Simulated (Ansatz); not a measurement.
A made-up structure of CH4BO (charge +1), singlet:

B1  (0.408, -0.819, 0.152)
C2  (0.138, 0.726, 0.315)
O3  (-0.836, -0.268, -0.261)
H4  (-1.613, -0.626, -0.719)
H5  (0.752, 1.323, -0.357)
H6  (0.213, 0.956, 1.373)
H7  (1.226, -1.287, -0.507)
(Å)

It is relaxed with PBE-D4/def2-SVP and then PBE0-D4/def2-TZVP (Ansatz 0.2.0). Atoms count as bonded within 1.22 times the sum of their covalent radii (H–H: 0.88 Å). The end point is not checked to be a true minimum.

Question: Does its bonding change? (A judgement: the text doesn't fix the answer.)

Answer: By the calculation: No: no bond forms or breaks.

Where it ends: The first stage lowers the energy by 1.75 eV in 12 steps. It ends as CH₄BO ([BH]1[CH2][OH]1), total charge +1:
```csv
atom,x (Å),y (Å),z (Å)
B1,0.5815,-0.7350,-0.0755
C2,0.2901,0.6814,0.3465
O3,-0.7981,-0.3926,-0.0413
H4,-1.4166,-0.3251,-0.7920
H5,0.3568,1.4812,-0.3885
H6,0.0964,0.9792,1.3721
H7,1.1783,-1.6847,-0.4249
```

Labels in which every atom is bracketed show which atoms are joined, not bond orders.

For scale, one of the runs: PBE0-D4/def2-TZVP relaxation, 117 basis functions, launched by `ansatz run in.yaml --threads 2 --pin off --events-out ev --progress --plain --max-ram 4352MiB`. The run took about 12 s on 2 CPU threads of an Intel Xeon Platinum 8488C (shared host).
